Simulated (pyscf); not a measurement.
# Substitution at C: `[CH3][CH2][ZnH]` + `[H]` [doublet] → `[CH4]` + `[CH2][ZnH]` [doublet]

Gas phase, doublet surface, charge 0. Bonds broken: C1–C2. Bonds formed: C1–H10. Optimised with ωB97X-D3(BJ)/def2-SVP in PySCF.

Transition state (Å):

```xyz
10

C     -0.4222    -1.1744     0.3438
C     -1.0207     0.6029     0.3910
Zn     0.3970     1.8427     0.8419
H     -1.4138    -1.5552     0.0785
H      0.3196    -1.0114    -0.4447
H     -0.0984    -1.2011     1.3892
H     -1.4565     0.7525    -0.6116
H     -1.8505     0.5739     1.1175
H      1.5650     2.7912     1.2056
H     -0.0233    -2.5452     0.2929
```

One imaginary mode, 1584i cm⁻¹; descent along it reached the two sides named.

```
bond    change  reactant side (Å)  saddle  product side
------  ------  -----------------  ------  ------------
C1–C2   breaks              1.536   1.876           3.7
C1–H10   forms                3.8   1.429         1.099
```

Electronic energies relative to the separated reactants (kcal/mol):

```tsv
level	barrier	reaction energy	reverse barrier
ωB97X-D3(BJ)/def2-TZVP	35.2	-22.3	57.5
PBE/def2-TZVP	26.0	-21.4	47.4
r²SCAN/def2-TZVP	25.3	-26.7	52.0
B3LYP-D3(BJ)/def2-TZVP	28.0	-25.9	53.9
PBE0-D3(BJ)/def2-TZVP	30.4	-21.4	51.8
M06-2X/def2-TZVP	33.2	-22.4	55.6
ωB97M-D3(BJ)/def2-TZVP	33.7	-23.2	56.9
HF/def2-TZVP	48.2	-29.6	77.8
```

With ωB97M-D3(BJ)/def2-TZVP energies and thermal terms (ideal gas, 1 atm, RRHO with modes under 100 cm⁻¹ raised to 100, one conformer, R ln 2 for chiral ones without a mode under 150 cm⁻¹), in kcal/mol:

```csv
T (K),ΔH‡,ΔG‡,ΔH,ΔG
298,33.4,40.3,-21.6,-24.0
600,33.1,47.3,-22.3,-26.3
900,32.9,54.5,-23.4,-28.0
1200,32.6,61.8,-24.6,-29.4
```

The same reactants have a lower exit, to •H₂C–CH₂–ZnH + H₂ (barrier +7.6 kcal/mol at ωB97M-D3(BJ), against +33.7 kcal/mol here). •H₂C–ZnH lies 25.0 kcal/mol over its isomer [H₃C–Zn]• (electronic energy, ωB97M-D3(BJ)). One saddle was located; it need not be the lowest between these sides. The angle at the attacked C is 178°. Elements up to Kr have no core potential and no relativistic terms here.
